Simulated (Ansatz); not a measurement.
# [H···H···Br], doublet: reading a ladder of total energies

Geometry: a point of a hydrogen-transfer path between rigid fragments, not a stationary point.

```xyz
3

H     0.0000    0.0000   -1.2657
H     0.0000    0.0000   -0.3477
Br    0.0000    0.0000    1.6133
```

Basis cc-pVTZ; Ansatz 0.2.0. Only valence electrons are correlated (noble-gas cores and the filled d shells of p-block atoms frozen), which leaves 9 electrons in 57 orbitals. R marks a restricted (for open shells ROHF) determinant, U an unrestricted one. No spin–orbit coupling is included, and no scalar relativity.

Full CI isn't at hand for all of this; UCCSDT(Q) serves as the reference, and is uncertain by about the last step of the cluster series.

Runs differ by some tens of microhartree through their thresholds and, for an open shell, their frozen cores, so steps under 0.03 kcal/mol mean nothing.

```
    level  total energy (hartree)
      UHF            -2573.548144
     UMP2            -2573.722233
    UCCSD            -2573.750423
 UCCSD(T)            -2573.756187
   UCCSDT            -2573.756874
UCCSDT(Q)            -2573.757047
```

Q: What is the correlation energy at UCCSDT(Q), and what share of it do UMP2 and UCCSD recover?

A: E(corr) = -2573.757047 − (-2573.548144) = -0.208903 hartree = -5.685 eV. UMP2: -0.174089 / -0.208903 = 83.33 %. UCCSD: -0.202279 / -0.208903 = 96.83 %.

Q: By how many kcal/mol does UCCSD(T) miss UCCSDT(Q) (1 hartree = 627.509 kcal/mol), and which steps make up the rest?

A: -2573.756187 − (-2573.757047) = 0.000860 hartree = 0.54 kcal/mol. Steps: UCCSDT − UCCSD(T) = -0.43, UCCSDT(Q) − UCCSDT = -0.11 kcal/mol. That is within 1 kcal/mol of the reference in this basis, which itself misses far more of the correlation at the basis-set limit.
